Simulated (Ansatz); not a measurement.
CaB6-type LaB6 was calculated with r²SCAN (PAW; Ansatz, a quantum-chemistry and plane-wave program).

Settings: plane-wave cutoff 560 eV, 14×14×14 k mesh, Fermi–Dirac smearing 0.05 eV, scalar-relativistic PAW data made under PBE.

Shape and atoms are relaxed at each volume.

Pressure at four volumes; x = ln(V/10.230 Å³). One pressure is withheld.

```csv
V (Å³/atom),x,P (GPa)
9.821,-0.0408,7.90
10.230,0.0000,-0.01
10.434,0.0197,-3.44
10.639,0.0392,?
```

Pass a parabola P(x) through the three rows shown, estimate the bulk modulus and its pressure derivative near zero pressure, and predict the withheld pressure.

Slopes between the rows: (-0.01 − (7.90))/(0.0000 − (-0.0408)) = -193.87 and (-3.44 − (-0.01))/(0.0197 − (0.0000)) = -174.11 GPa. Their difference over the span 0.0605 is c = 19.76/0.0605 = 326.6 GPa, so P(x) = 7.90 + (-193.87)(x − (-0.0408)) + 326.6 (x − (-0.0408))(x − (0.0000)). At the middle row B = −dP/dx = −[-193.87 + 326.6 × 0.0408] = 180.5 GPa, and B′ = dB/dP = 2c/B = 3.6. At x = 0.0392 the parabola gives -6.59 GPa; the run gives -6.56 GPa. The Birch–Murnaghan fit to the energies at all volumes has B0 = 180 GPa and B′ = 3.7.

Measured, for comparison: bulk modulus 164 ± 2 GPa (room temperature, not corrected to a static lattice, isothermal; as tabulated in LaB6 under pressure, Phys. Rev. B 80, 172104 (doi 10.1103/PhysRevB.80.172104)). Computed less measured: bulk modulus +10 %.

Spin–orbit coupling is not included.
